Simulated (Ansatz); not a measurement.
Input file:

```yaml
crystal:
  periodic: [false, false, false]
  atoms:
    - {symbol: B, position_ang: [0.000000, 0.000000, 0.118801]}
    - {symbol: C, position_ang: [0.000000, 0.000000, -1.792323]}
    - {symbol: H, position_ang: [0.000000, 0.000000, 1.673522]}
basis:
  gaussian: {orbitals: 6-31G}
magnetization: {spin_polarized: true, initial_magnetization: 2}
correlation: {method: ccsdt_q_b, electrons: all}
```

```sh
$ ansatz run in.yaml --threads 1 --pin off --events-out ev --progress --plain --max-ram 2393MiB
```

Log:

```
445 factors; integrals over basis functions are off by at most 1.6e-7 eV
mean field evaluation 1: about -1708.2144 eV, gradient 9.0e0 eV
mean field evaluation 2: about -1708.2155 eV, gradient 9.0e0 eV
mean field evaluation 4: about -1709.0422 eV, gradient 1.8e0 eV
mean field evaluation 8: about -1709.0944 eV, gradient 1.7e-1 eV
mean field evaluation 16: about -1709.0408 eV, gradient 1.8e0 eV
mean field evaluation 32: about -1704.4465 eV, gradient 4.7e0 eV
mean field evaluation 64: about -1706.7015 eV, gradient 6.6e-1 eV
mean field evaluation 96: about -1706.0636 eV, gradient 3.6e0 eV
mean field evaluation 128: about -1708.5091 eV, gradient 2.5e0 eV
mean field evaluation 160: about -1704.8908 eV, gradient 2.5e-2 eV
...
cycle  13  -4.22831851 eV  change   -3.5e-5 eV  update   1.3e-4
cycle  14  -4.22846831 eV  change   -1.5e-4 eV  update   7.6e-5
cycle  15  -4.22852956 eV  change   -6.1e-5 eV  update   4.0e-5
cycle  16  -4.22852751 eV  change    2.1e-6 eV  update   2.1e-5
cycle  17  -4.22852176 eV  change    5.7e-6 eV  update   1.1e-5
cycle  18  -4.22851114 eV  change    1.1e-5 eV  update   5.3e-6
cycle  19  -4.22850806 eV  change    3.1e-6 eV  update   2.9e-6
cycle  20  -4.22850868 eV  change   -6.2e-7 eV  update   1.7e-6
cycle  21  -4.22850922 eV  change   -5.4e-7 eV  update   9.1e-7
cycle  22  -4.22850967 eV  change   -4.4e-7 eV  update   5.3e-7
perturbative correction -0.01968340 eV, -0.0007233516 hartree
Total energy: -1713.34696189 eV, -62.9643395013 hartree
```

Ran on 1 thread of Intel Xeon Platinum 8488C, shared host: 4.9 s wall, 0.18 GiB peak host memory.
